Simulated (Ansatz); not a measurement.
**BNH2 (triplet): from Hartree-Fock to the top rungs, cc-pVTZ**

An exercise on one series of results from a longer session: the logs are not shown, and one member is left open.

Computed with Ansatz 0.2.0, Gaussian basis. Level: cc-pVTZ, core rule «outside noble gas», up to 2 orbitals frozen.

To be run: UHF; CCSD(T) on ROHF; CCSD(T) on UHF; BCCD(T) on ROHF; CCSDT(Q) on ROHF; CCSDT(Q) on UHF; CASSCF and MRCISD+Q, 10 electrons in 10 orbitals; CASSCF and NEVPT2, 10 electrons in 10 orbitals.

4 further runs of the same task are left out: 4 set aside as unsound or not needed.

### The geometry

The geometry is a PBE0/def2-TZVP stationary point (not a proven minimum) of the parent state, kept for this charge and spin.

4 atoms, charge 0, spin multiplicity 3.

Atoms are counted from 1 here; the program's logs count them from 0.

Bond lengths: B1–N2 1.371 Å, N2–H3 1.011 Å, N2–H4 1.011 Å. Angles: B1–N2–H3 122.7°, B1–N2–H4 122.7°, H3–N2–H4 114.6°.

Geometry (Å):

```
B     0.0000    0.0000    0.8600
N     0.0000    0.0000   -0.5115
H     0.0000    0.8509   -1.0580
H     0.0000   -0.8509   -1.0580
```

The first run:

File in.yaml:

```yaml
crystal:
  periodic: [false, false, false]
  atoms:
    - {symbol: B, position_ang: [0.000000, 0.000000, 0.859982]}
    - {symbol: N, position_ang: [0.000000, 0.000000, -0.511503]}
    - {symbol: H, position_ang: [0.000000, 0.850874, -1.057997]}
    - {symbol: H, position_ang: [0.000000, -0.850874, -1.057997]}
basis:
  gaussian: {orbitals: cc-pVTZ}
magnetization: {spin_polarized: true, initial_magnetization: 2}
hamiltonian: {xc: hf}
output: {orbitals: {seedname: orbitals}}
```

Started as:

```
> ansatz run in.yaml --threads 1 --pin off --events-out ev --progress --plain --max-ram 4096MiB --backend cpu
```

Steps of the session up to this table: UHF; CCSD(T) on ROHF; CCSD(T) on UHF; BCCD(T) on ROHF; CCSDT(Q) on ROHF; CCSDT(Q) on UHF; CASSCF and MRCISD+Q, 10 electrons in 10 orbitals; CASSCF and NEVPT2, 10 electrons in 10 orbitals.

One of the session's tables, all rows but one given; the rest of the session is left out.

It belongs to the step «Misses and costs». 

| method | from UCCSDT(Q) (meV) |
| --- | --- |
| ROHF | +7952.5 |
| UHF | +7884.5 |
| RMP2 | +749.5 |
| UMP2 | +733.2 |
| RCCSD | +323.2 |
| UCCSD | +322.1 |
| RCCSD(T) | +28.3 |
| UCCSD(T) | +28.3 |
| BCCD(T) | +27.9 |
| RCCSDT | +15.0 |
| UCCSDT | +14.7 |
| RCCSDT(Q) | +1.5 |
| UCCSDT(Q) | 0 |
| CASSCF valence | ? |
| NEVPT2 valence | +1075.2 |
| MRCISD valence | +303.8 |
| MRCISD+Q valence | +68.3 |

Estimate the missing values for CASSCF valence.

**Answer.** from UCCSDT(Q) (meV): +4886.6. In the column «from UCCSDT(Q) (meV)» it lies between NEVPT2 valence (+1075.2) and UHF (+7884.5).

Caveats from the session: Restricted and unrestricted rows rest on different reference determinants; where their highest levels disagree by more than a few hundredths of an eV, they describe different states and don't form one ladder.
